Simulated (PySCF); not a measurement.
acetone (C3H6O), SMILES CC(C)=O.

Coordinates come from a B3LYP-D3(BJ)/def2-SVP optimisation.

The numbers are results of PySCF with TDDFT-ωB97X/def2-SVPD, not measurements.

Vertical excitations. Isolated molecule, no solvent. State labels are in the subgroup C2.

Task: Estimate the UV-visible absorptions. (Estimate from the structure and the level; the computed values follow.)

Result: 
| state | symmetry | energy (eV) | λ (nm) | f | main pairs |
|---|---|---|---|---|---|
| S1 | A | 4.52 | 274 | 0.000 | HOMO→LUMO 97 % |
| S2 | B | 7.54 | 165 | 0.032 | HOMO→LUMO+1 85 % |
| S3 | A | 8.90 | 139 | 0.019 | HOMO−2→LUMO 77 % |
| S4 | A | 8.93 | 139 | 0.103 | HOMO→LUMO+2 40 %, HOMO−1→LUMO 34 %, HOMO−2→LUMO 16 % |
| T1 | A | 3.98 | 312 | 0 | HOMO→LUMO 96 % |
| T2 | A | 6.11 | 203 | 0 | HOMO−1→LUMO 87 % |
| T3 | B | 7.44 | 167 | 0 | HOMO→LUMO+1 83 %, HOMO→LUMO+3 13 % |
| T4 | B | 8.33 | 149 | 0 | HOMO−3→LUMO 76 %, HOMO−5→LUMO 19 % |
Triplets are in the Tamm–Dancoff approximation, which puts them higher than full response would, so one can lie above its singlet here.
